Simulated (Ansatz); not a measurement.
Total energies of BH2(NH2) (BNH4) from Ansatz at PBE-D4/def2-TZVP, gas phase (1 Eh = 27.2114 eV = 2625.5 kJ/mol). The reference geometry is relaxed at PBE-D4/def2-TZVP.

```tsv
atom	x (Å)	y (Å)	z (Å)
B1	0.038	-0.317	-0.611
H2	0.095	-1.518	-0.639
H3	0.046	0.350	-1.611
N4	-0.039	0.324	0.624
H5	-0.090	1.332	0.727
H6	-0.051	-0.171	1.510
```

| state | geometry | energy (Eh) |
| --- | --- | --- |
| charge 0 singlet | reference | -81.95134 |
| charge 1 doublet | reference | -81.53944 |
| free B atom (doublet) | – | -24.61008 |
| free H atom (doublet) | – | -0.49962 |
| free N atom (quartet) | – | -54.53214 |

Task: Work out the vertical ionisation energy to the doublet.

Result: E(charge 1 doublet) − E(charge 0 singlet) = -81.53944 − (-81.95134) = 0.41190 Eh = 11.21 eV. For comparison, −ε of the highest occupied level is 7.30 eV at this level, 3.91 eV less.

Task: What is the binding energy per atom against free atoms?

Result: Atoms: 1 × (-24.61008) + 4 × (-0.49962) + 1 × (-54.53214) = -81.14070 Eh. Binding: -81.14070 − (-81.95134) = 0.81064 Eh = 22.06 eV, or 3.68 eV for each of 6 atoms (no zero-point energy, no counterpoise term).
